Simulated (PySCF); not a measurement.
An unknown is described by computed data only.

Formula: C5H11F.

* Triplet: lowest triplet excitation (Tamm–Dancoff): 8.67 eV [TDA CAM-B3LYP/def2-SVPD]
* 13C NMR: chemical shifts (computed TMS as zero) by class: 94.1 (1 C), 44.7 (1 C), 24.7 (1 C), 24.5 (1 C), 16.9 (1 C) ppm [GIAO PBE0/pcSseg-1]
* 1H NMR: chemical shifts (computed TMS as zero) by class: 4.64 (1 H), 1.95 (1 H), 1.48 (1 H), 1.36 (3 H), 1.25 (1 H), 1.13 (1 H), 1.06 (3 H) ppm [GIAO PBE0/pcSseg-1]
* UV, strongest line: among the 8 lowest singlet transitions: S7 at 9.72 eV (128 nm, f = 0.120) [TDDFT CAM-B3LYP/def2-SVPD]
* NMR, other nuclei: isotropic shieldings of nuclei other than C and H, by class: 382 (1 F) ppm [GIAO PBE0/pcSseg-1]
* Rotational structure: rotational constants A, B, C: 7.356, 1.741, 1.516 GHz [GFN2-xTB]

Electronic properties: PySCF, gas phase, density fitting. Levels stand in brackets. One conformer (not necessarily the lowest) at the GFN2-xTB geometry, without solvent, vibrations or thermal averaging. NMR classes are plain means over equivalent atoms (diastereotopic ones count apart unless rotation or inversion swaps them), as if these changed places fast.

**Question.** Propose a structure and show how it fits.

**Answer.** Numbering: `[CH3:1][CH2:2][CH2:3][C@@H:4]([CH3:5])[F:6]`. Its formula, C5H11F, gives 0 degrees of unsaturation, so no ring and no π bond. 5 carbons fall into 5 classes; from least to most shielded: sp3 C–F carbon [C4] (94.1 ppm), chain CH2 carbon [C3] (44.7 ppm), chain CH2 carbon [C2] (24.7 ppm), methyl carbon [C5] (24.5 ppm), methyl carbon [C1] (16.9 ppm). Hydrogen classes from least to most shielded: 1 H on an sp3 C–F carbon, C4 (4.64 ppm), 1 H on a chain CH2 carbon, C2 (1.95 ppm), 1 H on a chain CH2 carbon, C3 (1.48 ppm), 3 H on a methyl carbon, C5 (1.36 ppm, a mean of values up to 0.8 ppm apart in this geometry), 1 H on a chain CH2 carbon, C2 (1.25 ppm), 1 H on a chain CH2 carbon, C3 (1.13 ppm), 3 H on a methyl carbon, C1 (1.06 ppm). The other shieldings belong to: 382 ppm, alkyl fluorine [F6]. The optimised geometry has point group C1 and is an asymmetric top. Structure: `CCC[C@@H](C)F`. Computed isomers that give other values at the same levels: `CC(C)(C)CF` (13C chemical shifts (computed TMS as zero) by class: 95.4 (1 C), 35.1 (1 C), 26.9 (3 C) ppm); `CCC(F)CC` (smallest rotational constant: 1.677 GHz; this holds for the one conformer computed); `CCC(C)(C)F` (13C chemical shifts (computed TMS as zero) by class: 95.5 (1 C), 38.0 (1 C), 28.7 (2 C), 9.8 (1 C) ppm). The assignments are read from this structure; whether some other isomer fits the data as well wasn't checked. The mirror image fits equally.

Shape of the structure used: `[CH3:1][CH2:2][CH2:3][C@@H:4]([CH3:5])[F:6]`: C1–C2–C3–C4 180°, C2–C3–C4–C5 178°.
